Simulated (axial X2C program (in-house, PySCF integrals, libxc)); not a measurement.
## F₂⁻: from the spin-free to the two-component result

All values were computed with an in-house all-electron X2C program for linear molecules (integrals from PySCF). Spin-free means the one-electron spin-free X2C Hamiltonian; two-component (2c) means X2C with spin–orbit coupling and atomic mean-field two-electron Coulomb and Gaunt terms, so the difference of the two also holds small scalar two-electron terms. Basis: F dyall-av3z [7s6p3d2f] (cores contracted in-house); Gaussian nuclei, density fitting, unrestricted open shells. Masses: F 18.998 u.

Spin-free state: M_S = 1/2, Λ = 0 (beyond evenly filled blocks: σα); fragments F- + F.

```csv
level,Re (Å),ωe (cm⁻¹),De (eV)
PBE0,1.976,378.3,1.621
HF,1.909,465.1,0.078
MP2,1.898,483.5,1.115
BP86,2.059,302.0,2.072
```

Correlated methods: 15 electrons correlated (number of frozen shells: F 1 s), 193 virtual spin orbitals or spinors in MP2.

Two-component determinant lowest at the distance of the search:

Ω = 1/2 (⟨Sz⟩ = 0.50, ⟨Lz⟩ = 0.00 at HF); fragments F- + F.

| level | Re (Å) | ωe (cm⁻¹) | De (eV) |
| --- | --- | --- | --- |
| PBE0 | 1.977 | 378.1 | 1.620 |
| HF | 1.909 | 464.9 | 0.067 |
| MP2 | 1.898 | 483.4 | 1.105 |
| BP86 | 2.059 | 301.9 | 2.071 |

Question: From the two tables, how do the constants change at the MP2 level (2c against spin-free)?

Answer: At the MP2 level Re is unchanged within 0.001 Å and ωe doesn't move by more than 0.2 cm⁻¹; De changes by -0.010 eV.

One determinant describes the state; a PBE0 search over occupations chose it and may have missed a lower one. Dissociation energies refer to the lowest single-determinant-based atoms at the same level and basis. Density functionals use the spin component along the axis (collinear). In 2c an atomic determinant is not the ground J level, so De misses part of the atomic spin–orbit lowering. This holds for PBE0, BP86. Without a current term, density functionals place determinants with orbital angular momentum somewhat too high. The highest occupied level of some functionals is positive through self-interaction error; at Hartree–Fock it is bound. Hartree–Fock gets electron affinities wrong, so its lowest charge split need not be the true one.
